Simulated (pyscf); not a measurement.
# Hydrogen shift: `[OH][Ge][OH]` [singlet] → `[O]=[GeH][OH]`

Gas phase, singlet surface, charge 0. Bonds broken: O1–H4. Bonds formed: Ge2–H4. Single points on ωB97X-D3(BJ)/def2-SVP structures (PySCF, gas phase). Correlated levels are frozen-core, on RHF or UHF. ΔMP2 is the change of the MP2 total energy from the triple- to the quadruple-zeta basis.

Transition state (Å):

```xyz
5

O      1.6019    -0.5083    -0.6222
Ge     0.1002     0.2308    -0.4253
O      0.0073     1.7728     0.4341
H      0.3696    -0.4346    -1.8254
H      0.8611     1.9967     0.8375
```

One imaginary mode, 1401i cm⁻¹; descent along it reached the two sides named.

```csv
bond,change,reactant side (Å),saddle,product side
O1–H4,breaks,0.965,1.724,2.9
Ge2–H4,forms,2.368,1.573,1.524
```

Electronic energies relative to the reactant's lowest minimum found (kcal/mol):

```tsv
level	barrier	reaction energy	reverse barrier
ωB97X-D3(BJ)/def2-TZVP	90.8	+39.4	51.4
PBE/def2-TZVP	77.3	+37.1	40.2
r²SCAN/def2-TZVP	81.5	+37.1	44.3
B3LYP-D3(BJ)/def2-TZVP	86.7	+41.0	45.6
PBE0-D3(BJ)/def2-TZVP	86.6	+39.6	47.0
M06-2X/def2-TZVP	92.9	+41.2	51.6
ωB97M-D3(BJ)/def2-TZVP	91.3	+42.7	48.6
HF/def2-TZVP	111.5	+44.7	66.8
MP2/def2-QZVPP	79.8	+35.3	44.5
CCSD/def2-TZVPP	90.0	+39.2	50.7
CCSD(T)/def2-TZVPP	83.3	+37.0	46.3
CCSD(T)/def2-TZVPP + ΔMP2(QZVPP)	83.2	+38.3	44.9
```

With CCSD(T)/def2-TZVPP + ΔMP2(QZVPP) energies and thermal terms (ideal gas, 1 atm, RRHO with modes under 100 cm⁻¹ raised to 100, one conformer, R ln 2 for rigid chiral ones), in kcal/mol:

| T (K) | ΔH‡ | ΔG‡ | ΔH | ΔG |
|---|---|---|---|---|
| 298 | 79.3 | 78.6 | +36.5 | +36.7 |
| 600 | 79.0 | 78.0 | +36.3 | +36.9 |
| 900 | 78.7 | 77.5 | +36.4 | +37.2 |
| 1200 | 78.4 | 77.1 | +36.5 | +37.5 |

The same reactants have a lower exit, to H₂O + O=Ge: [singlet] (highest point, the separated products, at +38.0 kcal/mol at ωB97M-D3(BJ), against +91.3 kcal/mol here). This is the saddle that the search found; another between the same sides may lie lower. A restricted solution here is unstable towards spin polarisation, so biradical character is likely and single-reference numbers are less safe. The CCSD(T) − MP2 part came from Ansatz, without density fitting, on the same reference. The frozen core leaves the outer d or s,p core shells of the metals and heavy elements correlated in the MP2 and CC values, and def2-TZVPP describes them poorly, which can shift differences by a few kcal/mol. Elements up to Kr have no core potential and no relativistic terms here.
